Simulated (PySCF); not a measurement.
# AlH3 (SMILES [H][Al]([H])[H]): levels of theory compared

We compute a comparison of 6 runs (PBE0/6-31G, UPBE0/6-31G, wB97X-V/6-31G, MP2/6-31G, NEVPT2(6,7)/6-31G, CISD/6-31G) of AlH3. Input form: a Python script.

The results are computed with PySCF 2.14.0.

8 further runs of the same task are left out: 8 set aside as unsound or not needed.

### 1 The structure to begin with

AlH3: 4 atoms, total charge 0, spin state singlet. As SMILES, `[H][Al]([H])[H]`. The Al1–H2 distance was set to 2.330 Å, away from the relaxed value. At this shape a bond of the SMILES string is far longer than usual.

Bond lengths: Al1–H3 1.553 Å, Al1–H4 1.553 Å. Angles: H3–Al1–H4 120.0°.

### 2 A single-point energy at PBE0/6-31G (run 1)

File calc.py:

```python
from pyscf import gto, dft

molecule = gto.Mole()
molecule.atom = 'Al -0.776298 0.015229 -0.007275; H 1.552650 -0.030520 0.014610; H -1.526098 1.375089 -0.026415; H -1.579118 -1.314051 -0.002815'
molecule.charge = 0
molecule.verbose = 3
molecule.spin = 0
molecule.basis = '6-31g'
molecule.max_memory = 1860
molecule.build()

myscf = dft.RKS(molecule)
myscf.xc = 'pbe0'
myscf.grids.level = 5
myscf.conv_tol = 1e-10
myscf.kernel()
if not myscf.converged:
    myscf = myscf.newton().run(myscf.mo_coeff, myscf.mo_occ)

e_final = myscf.e_tot
print('E = %.10f Eh' % e_final)
```

On the command line:

```
$ OMP_NUM_THREADS=1 python calc.py
```

Output:

```text
converged SCF energy = -243.978655899361
E = -243.9786558994 Eh
```

Wall time 1.8 s (1 thread of Arm Neoverse V1, shared host); peak memory 0.18 GiB.

### 3 The energy at UPBE0/6-31G (run 2)

File input.py:

```python
from pyscf import gto, dft

molecule = gto.M(
    atom=[
    ('Al', (-0.776298, 0.015229, -0.007275)),
    ('H', (1.552650, -0.030520, 0.014610)),
    ('H', (-1.526098, 1.375089, -0.026415)),
    ('H', (-1.579118, -1.314051, -0.002815)),
],
    max_memory=1860,
    verbose=3,
    basis='6-31g',
)

mf = dft.UKS(molecule)
mf.xc = 'pbe0'
mf.grids.level = 5
mf.conv_tol = 1e-10
mf.kernel()
if not mf.converged:
    mf = mf.newton().run(mf.mo_coeff, mf.mo_occ)
for _ in range(3):
    mo, _, stable, _ = mf.stability(return_status=True)
    if stable:
        break
    mf.kernel(mf.make_rdm1(mo, mf.mo_occ))

energy = mf.e_tot
print('E = %.10f Eh' % energy)
```

On the command line:

```
$ OMP_NUM_THREADS=1 python input.py
```

Output:

```text
converged SCF energy = -243.97865589936  <S^2> = 4.3787196e-13  2S+1 = 1
<class 'pyscf.dft.uks.UKS'> wavefunction is stable in the internal stability analysis
E = -243.9786558994 Eh
```

Wall time 6 s (1 thread of Arm Neoverse V1, shared host); peak memory 0.3 GiB.

Runs 3 to 5 aren't shown in full; the table further down has their settings and results.

### 4 A single-point energy at CISD/6-31G (run 6)

File run.py:

```python
from pyscf import gto, ci

mol = gto.M(
    atom='Al -0.776298 0.015229 -0.007275; H 1.552650 -0.030520 0.014610; H -1.526098 1.375089 -0.026415; H -1.579118 -1.314051 -0.002815',
    verbose=4,
    max_memory=1860,
    basis='6-31g',
)

hf = mol.RHF()
hf.conv_tol = 1e-10
hf.kernel()
if not hf.converged:
    hf = hf.newton().run(hf.mo_coeff, hf.mo_occ)

cisd = ci.CISD(hf, frozen=5)
cisd.kernel()
e_tot = cisd.e_tot
print('E = %.10f Eh' % e_tot)
```

On the command line:

```
$ OMP_NUM_THREADS=1 python run.py
```

Output:

```text
PySCF version 2.14.0

[INPUT] num. atoms = 4
[INPUT] num. electrons = 16
[INPUT] charge = 0
[INPUT] spin (= nelec alpha-beta = 2S) = 0
[INPUT] symmetry False subgroup None
[INPUT] Mole.unit = angstrom
[INPUT] Symbol           X                Y                Z      unit          X                Y                Z       unit  Magmom
[INPUT]  1 Al    -0.776298000000   0.015229000000  -0.007275000000 AA   -1.466990611048   0.028778639151  -0.013747757556 Bohr   0.0
[INPUT]  2 H      1.552650000000  -0.030520000000   0.014610000000 AA    2.934083267306  -0.057674441322   0.027608898680 Bohr   0.0
[INPUT]  3 H     -1.526098000000   1.375089000000  -0.026415000000 AA   -2.883907259246   2.598541606902  -0.049917115580 Bohr   0.0
[INPUT]  4 H     -1.579118000000  -1.314051000000  -0.002815000000 AA   -2.984100538371  -2.483196503711  -0.005319579041 Bohr   0.0

nuclear repulsion = 12.3222092566106
number of shells = 13
number of NR pGTOs = 58
number of NR cGTOs = 19
basis = 6-31g
ecp = {}

******** <class 'pyscf.scf.hf.RHF'> ********
method = RHF
initial guess = minao
damping factor = 0
level_shift factor = 0
DIIS = <class 'pyscf.scf.diis.CDIIS'>
diis_start_cycle = 1
diis_space = 8
diis_damp = 0
SCF conv_tol = 1e-10
SCF conv_tol_grad = None
SCF max_cycles = 50
direct_scf = True
direct_scf_tol = 1e-13
Set gradient conv threshold to 1e-05
Initial guess from minao.
init E= -243.094653081326
  HOMO = -0.252022504449005  LUMO = -0.0036254559707789  gap/eV = 6.75923
cycle= 1 E= -243.507178150029  delta_E= -0.413  |g|= 0.156  |ddm|= 1.35
  HOMO = -0.34262525545896  LUMO = 0.000466003251771818  gap/eV = 9.33599
cycle= 2 E= -243.524889724099  delta_E= -0.0177  |g|= 0.0339  |ddm|= 0.318
  HOMO = -0.355827029244488  LUMO = 0.0178051486391793  gap/eV = 10.16705
cycle= 3 E= -243.525912658183  delta_E= -0.00102  |g|= 0.00765  |ddm|= 0.0834
  HOMO = -0.354734446598616  LUMO = 0.0162898542160406  gap/eV = 10.09609
cycle= 4 E= -243.525970151333  delta_E= -5.75e-05  |g|= 0.00057  |ddm|= 0.0243
  HOMO = -0.354617014258084  LUMO = 0.0161445389804427  gap/eV = 10.08894
cycle= 5 E= -243.52597044998  delta_E= -2.99e-07  |g|= 9.01e-05  |ddm|= 0.00213
  HOMO = -0.354651222676957  LUMO = 0.0161388249641188  gap/eV = 10.08971
cycle= 6 E= -243.525970458453  delta_E= -8.47e-09  |g|= 8.02e-06  |ddm|= 0.000436
  HOMO = -0.354648733327912  LUMO = 0.0161398029654563  gap/eV = 10.08967
cycle= 7 E= -243.525970458514  delta_E= -6.09e-11  |g|= 7.8e-07  |ddm|= 3.71e-05
  HOMO = -0.354648907103442  LUMO = 0.0161398674437589  gap/eV = 10.08968
Extra cycle  E= -243.525970458514  delta_E= -2.27e-13  |g|= 2.49e-07  |ddm|= 2.93e-06
converged SCF energy = -243.525970458514

******** <class 'pyscf.ci.cisd.RCISD'> ********
CISD nocc = 3, nmo = 14
frozen orbitals 5
max_cycle = 50
direct = 0
conv_tol = 1e-09
max_cycle = 50
max_space = 12
lindep = 0
nroots = 1
Init t2, MP2 energy = -0.0472814150065245
RCISD converged
E(RCISD) = -243.5949503707535  E_corr = -0.06897991223919067
E = -243.5949503708 Eh
```

It took 0.78 s on 1 thread of Arm Neoverse V1, shared host; peak memory 0.12 GiB.

### 5 All runs side by side

```csv
run,level,follow instability,nlc grid,energy (Eh),dipole moment (D) of the reference,HOMO energy (eV),LUMO energy (eV),wall time
1,PBE0/6-31G,–,–,-243.978656,1.52,-7.29,-2.17,1.8 s
2,UPBE0/6-31G,yes,–,-243.978656,1.52,-7.29,-2.17,6 s
3,wB97X-V/6-31G,–,1,-244.054832,1.62,-9.53,-0.25,9 s
4,MP2/6-31G,–,–,-243.573252,1.80,-9.65,0.44,0.78 s
5,"NEVPT2(6,7)/6-31G",–,–,-243.598645,1.80,-9.65,0.44,1.4 s
6,CISD/6-31G,–,–,-243.594950,1.80,-9.65,0.44,0.78 s
```

### 6 Results

```
                                          quantity          value
                               run 6: total energy  -243.59495 Eh
       run 6: dipole moment (Hartree–Fock density)         1.80 D
        run 6: HOMO energy (Hartree–Fock orbitals)       -9.65 eV
        run 6: LUMO energy (Hartree–Fock orbitals)        0.44 eV
      run 6: HOMO–LUMO gap (Hartree–Fock orbitals)       10.09 eV
run 6: correlation energy (5 core orbitals frozen)      -69.0 mEh
```

In words: Over runs 1, 2, 3 the dipole moment (its size) runs from 1.52 D (PBE0/6-31G) to 1.62 D (wB97X-V/6-31G). Over runs 1, 2, 3 the HOMO–LUMO gap runs from 5.12 eV (UPBE0/6-31G) to 9.28 eV (wB97X-V/6-31G). Totals of different functionals can't be ranked against each other. All runs together took 20 s, the longest 9 s.
